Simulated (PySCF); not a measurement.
ClH₃: from structure and modes to constants

Computed with PBE0/[Cl def2-TZVP, H def2-TZVP], no relativity, density fitting, PySCF.

The singlet minimum has C2v symmetry. Masses (u): Cl 34.96885, H 1.00782.

```xyz
4
charge 0 multiplicity 1, angstrom
Cl    0.0000    0.0000   -0.0413
H     0.0000    0.0000    1.2334
H     1.5819    0.0000    0.0993
H    -1.5819    0.0000    0.0993
```

Harmonic wavenumbers (cm⁻¹): 1039.2 (b1, ×1), 1112.2 (b2, ×1), 1176.4 (a1, ×1), 1325.6 (b2, ×1), 1521.3 (a1, ×1), 2973.0 (a1, ×1).

(1) Find the principal moments of inertia and the rotational constants. What kind of rotor is it?

(2) What is the harmonic zero-point energy?

(3) Find the vibrational entropy and heat capacity at 298.15 K.

(4) Give the standard entropy (298.15 K, 1 bar) by its translational, rotational, vibrational and spin parts, and Cp.

Results:

(1) About the centre of mass I = 1.6125, 5.0437, 6.6562 u Å². With B = 16.8576/I this gives 10.45, 3.342, 2.533 cm⁻¹. The molecule is an asymmetric top with κ = -0.80.

(2) Half the sum of all 6 wavenumbers, 9148/2 = 4574 cm⁻¹, which is 54.7 kJ/mol (1 cm⁻¹ = 0.0119627 kJ/mol).

(3) With u = 1.43878 ω/T, each mode gives S = R[u/(eᵘ−1) − ln(1−e⁻ᵘ)] and C = R u² eᵘ/(eᵘ−1)².
```csv
ω (cm⁻¹),u,S (J/(mol K)),C (J/(mol K))
1039.2,5.015,0.33,1.41
1112.2,5.367,0.25,1.13
1176.4,5.677,0.19,0.92
1325.6,6.397,0.10,0.57
1521.3,7.342,0.04,0.29
2973.0,14.347,0.00,0.00
```
The sums over all modes are S = 0.9 and C = 4.3 J/(mol K); the softest mode gives 36 % of the entropy.

(4) Sackur–Tetrode with M = 37.99 u gives 154.2; rotation with symmetry number 2 gives 59.4; vibration 0.9; spin R ln 1 = 0.0. The total is 214.5 J/(mol K), and Cp = 4 R + 4.3 = 37.6 J/(mol K).
